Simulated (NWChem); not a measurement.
**A workflow on the pair OH···CS2−**

Wanted: the energy (singlet [CHOS2]−, HF/aug-cc-pVDZ), then a single-point energy (singlet OH−, HF/aug-cc-pVDZ), then a single-point energy (singlet CS2, HF/aug-cc-pVDZ), then the energy (singlet OH−, HF/aug-cc-pVDZ), then the energy (singlet CS2, HF/aug-cc-pVDZ) of CHOS2 and its partners. 

The results are computed with NWChem 7.3.0.

### Step 1. Starting point

[CHOS2]− has 5 atoms, charge -1, and is taken as a singlet. The two molecules were placed rigidly side by side, at 1.3 times their contact distance; the pair isn't optimised.

Bond lengths: S3–C4 1.548 Å, C4–S5 1.548 Å, O1–H2 0.964 Å. Angles: S3–C4–S5 180.0°.

### Step 2. The energy at HF/aug-cc-pVDZ (run 1)

The input, nw.nw:

```
echo
START nw
TITLE "CHOS2"
memory 2200 mb
charge -1

GEOMETRY noautosym nocenter noautoz
 O      0.411800    -0.131800     0.212500
 H     -0.411800     0.131800    -0.212500
 S     -3.024430     3.431580     1.850700
 C     -1.792940     2.993300     2.680580
 S     -0.561440     2.555030     3.510470
END

BASIS spherical bse
 * library aug-cc-pVDZ
END

SCF
 thresh 1e-08
 maxiter 80
 print low
END

TASK scf energy
```

Run with:

```sh
$ nwchem nw.nw > nw.out
```

The program printed:

```text
[...]
  functions       =   109
[...]
  wavefunction    = RHF
[...]
         Total SCF energy =   -908.329045644696
      One-electron energy =  -1564.759943292377
      Two-electron energy =    504.128536438022
 Nuclear repulsion energy =    152.302361209659
        Time for solution =     71.4s
 Task  times  cpu:       73.0s     wall:       73.0s
[...]
```

It took 74 s on 1 thread of Intel Xeon Platinum 8488C (Sapphire Rapids), shared host; peak memory 0.096 GiB.

### Step 3. OH−: a single-point energy at HF/aug-cc-pVDZ (run 2)

The input, job.nw:

```
start job
title "HO energy"
memory 2200 mb
charge -1

geometry noautosym nocenter noautoz
  O      0.411800    -0.131800     0.212500
  H     -0.411800     0.131800    -0.212500
end

basis "ao basis" spherical bse
  * library aug-cc-pVDZ
end

scf
  thresh 1e-08
  maxiter 80
  print low
end

task scf
```

Run with:

```sh
$ nwchem job.nw > job.out
```

The program printed:

```text
[...]
  functions       =    32
[...]
  wavefunction    = RHF
[...]
         Total SCF energy =    -75.395904614029
      One-electron energy =   -116.435956571162
      Two-electron energy =     36.646484599023
 Nuclear repulsion energy =      4.393567358110
        Time for solution =      0.5s
 Task  times  cpu:        0.6s     wall:        0.6s
[...]
```

It took 1.2 s on 1 thread of Intel Xeon Platinum 8488C (Sapphire Rapids), shared host; peak memory 0.096 GiB.

### Step 4. CS2: a single-point energy at HF/aug-cc-pVDZ (run 3)

The input, mol.nw:

```
start mol
memory stack 880 mb heap 220 mb global 1100 mb
charge 0

geometry units atomic noautosym nocenter noautoz
  S   -5.71534438   6.48474637   3.49731614
  C   -3.38816556   5.65651721   5.06556206
  S   -1.06096784   4.82830694   6.63382687
end

basis spherical bse
  * library aug-cc-pVDZ
end

scf
  nopen 0
  rhf
  thresh 1e-08
  maxiter 80
  print low
end

task scf energy
```

Run with:

```sh
$ nwchem mol.nw > mol.out
```

The program printed:

```text
[...]
  functions       =    77
[...]
  wavefunction    = RHF
[...]
         Total SCF energy =   -832.930781324901
      One-electron energy =  -1367.127193930379
      Two-electron energy =    424.830189531453
 Nuclear repulsion energy =    109.366223074026
        Time for solution =     29.6s
 Task  times  cpu:       30.7s     wall:       30.7s
[...]
```

Wall time 32 s (1 thread of Intel Xeon Platinum 8488C (Sapphire Rapids), shared host); peak memory 0.097 GiB.

### Step 5. OH− among ghost functions: the energy at HF/aug-cc-pVDZ (with ghost functions) (run 4)

The input, input.nw:

```
start input
title "HO energy"
memory total 2200 mb
charge -1

geometry noautosym nocenter noautoz
O      0.411800    -0.131800     0.212500
H     -0.411800     0.131800    -0.212500
bqS     -3.024430     3.431580     1.850700
bqC     -1.792940     2.993300     2.680580
bqS     -0.561440     2.555030     3.510470
end

basis spherical bse
O library aug-cc-pVDZ
H library aug-cc-pVDZ
bqS library S aug-cc-pVDZ
bqC library C aug-cc-pVDZ
end

scf
thresh 1e-08
maxiter 80
noprint "final vectors analysis"
end

task scf energy
```

Run with:

```sh
$ nwchem input.nw > input.out
```

The program printed:

```text
[...]
  functions       =   109
[...]
  wavefunction    = RHF
[...]
         Total SCF energy =    -75.395968459141
      One-electron energy =   -116.431631375413
      Two-electron energy =     36.642095558162
 Nuclear repulsion energy =      4.393567358110
        Time for solution =     89.4s
[...]
```

Run time: 90 s. Hardware: 1 thread of Intel Xeon Platinum 8488C (Sapphire Rapids), shared host; peak memory 0.094 GiB.

### Step 6. CS2 among ghost functions: a single-point energy at HF/aug-cc-pVDZ (with ghost functions) (run 5)

The input, mymol.nw:

```
start mymol
memory total 2200 mb

geometry noautosym nocenter noautoz
S     -3.024430     3.431580     1.850700
C     -1.792940     2.993300     2.680580
S     -0.561440     2.555030     3.510470
bqO      0.411800    -0.131800     0.212500
bqH     -0.411800     0.131800    -0.212500
end

basis spherical bse
S library aug-cc-pVDZ
C library aug-cc-pVDZ
bqO library O aug-cc-pVDZ
bqH library H aug-cc-pVDZ
end

scf
thresh 1e-08
maxiter 80
print low
end

task scf energy
```

Run with:

```sh
$ nwchem mymol.nw > mymol.out
```

The program printed:

```text
[...]
  functions       =   109
[...]
  wavefunction    = RHF
[...]
         Total SCF energy =   -832.930844295990
      One-electron energy =  -1367.128143697771
      Two-electron energy =    424.831068591285
 Nuclear repulsion energy =    109.366230810496
        Time for solution =     52.1s
 Task  times  cpu:       53.5s     wall:       53.5s
[...]
```

Run time: 54 s. Hardware: 1 thread of Intel Xeon Platinum 8488C (Sapphire Rapids), shared host; peak memory 0.096 GiB.

### Step 7. Summary of results

| quantity | value |
| --- | --- |
| run 1, HF/aug-cc-pVDZ: total energy | -908.32905 Eh |
| OH−: total energy | -75.39590 Eh |
| CS2: total energy | -832.93078 Eh |
| OH− among ghost functions: total energy | -75.39597 Eh |
| CS2 among ghost functions: total energy | -832.93084 Eh |
| interaction energy of the rigid parts OH− and CS2 (parts in their own basis; closest atoms 4.30 Å apart) | -0.064 eV |
| interaction energy of the rigid parts OH− and CS2 (parts in the whole basis, counterpoise; closest atoms 4.30 Å apart) | -0.061 eV |

The interaction energy of the rigid parts OH− and CS2 (parts in their own basis; closest atoms 4.30 Å apart) is −0.06 eV (−1.5 kcal/mol): the parts attract. Without counterpoise this holds the superposition error of the basis. The interaction energy of the rigid parts OH− and CS2 (parts in the whole basis, counterpoise; closest atoms 4.30 Å apart) is −0.06 eV (−5.9 kJ/mol): the parts attract. The basis-set superposition error is 0.3 kJ/mol.
